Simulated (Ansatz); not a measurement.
Cuprite Ag2O was calculated with PBE0 in Ansatz (PAW).

Run with plane-wave cutoff 460 eV, 6×6×6 k mesh, Fermi–Dirac smearing 0.01 eV, no spin polarisation, scalar-relativistic PAW data made under PBE.

Energies at three volumes about the minimum:

| V (Å³/atom) | E − E_lowest (meV/atom) |
|---|---|
| 17.836 | 2.63 |
| 18.179 | 0.00 |
| 18.751 | 2.25 |

### Question
Fit a parabola by hand: where is the minimum, what lattice constant follows, and what is the bulk modulus?

### Answer
Slopes: (0.00 − 2.63)/(18.179 − 17.836) = -7.668 and (2.25 − 0.00)/(18.751 − 18.179) = 3.934 meV/Å³. Curvature E″ = 2 × (3.934 − (-7.668))/(18.751 − 17.836) = 25.360 meV/Å⁶. From the middle of the first interval, the slope vanishes at V0 = 18.0075 − (-7.668)/25.360 = 18.310 Å³/atom. B = V0 E″ = 18.310 × 25.360 meV/Å³ × 0.1602 GPa per meV/Å³ = 74.4 GPa. With 6 atoms in the cube, a = (6 × 18.310)^(1/3) = 4.789 Å. The full Birch–Murnaghan fit to all volumes gives V0 = 18.298 Å³/atom and B0 = 73.4 GPa.

Measured, for comparison: lattice constant a 4.745 Å (15 K, zero-point motion not removed; as tabulated in Gupta et al. (2014), arXiv:1311.4701).

Ansatz is an electronic-structure program.
